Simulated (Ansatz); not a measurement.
One stationary structure of V. Method: r2SCAN (plane waves to 500 eV, PAW, scalar-relativistic; Ansatz, a quantum-chemistry and plane-wave program).

```cif
data_V
_chemical_formula_sum 'V1'
_space_group_name_H-M_alt 'P 1'
_space_group_IT_number 1
_cell_length_a 2.58493
_cell_length_b 2.58493
_cell_length_c 2.58493
_cell_angle_alpha 109.471
_cell_angle_beta 109.471
_cell_angle_gamma 109.471
loop_
_space_group_symop_operation_xyz
  'x, y, z'
loop_
_atom_site_label
_atom_site_type_symbol
_atom_site_fract_x
_atom_site_fract_y
_atom_site_fract_z
_atom_site_occupancy
V1 V 0.00000 0.00000 0.00000 1
```

Problem. Find the space group and the Wyckoff positions (tolerance 0.01 Å).

Solution. Space group Im-3m (No. 229); a = b = c = 2.985 Å, α = β = γ = 90.00°

```csv
atom,site,symmetry,x,y,z
V,2a,m-3m,0.0000,0.0000,0.0000
```

This is the bcc (W type).

Problem. Give the shortest distances between elements (the closest pairs, up to four, under 3.6 Å).

Solution. V–V 2.58 Å.

The volume per atom is 13.30 Å³. The density comes out as 6.36 g/cm³ and the band gap is no gap (metallic).

No spin polarisation in the result.

Measured for V: a 3.021 Å (static lattice; corrected from measurement; as listed in Daniel Mejia-Rodriguez, S. B. Trickey, Phys. Rev. B (2018)). Computed minus measured — a: r2SCAN -1.2 %. The computed values are for a static lattice.

It was reached from a disturbed copy of a P6₃/mmc (No. 194) cell (hcp (Mg type)), against which it lies -0.27 eV/atom.
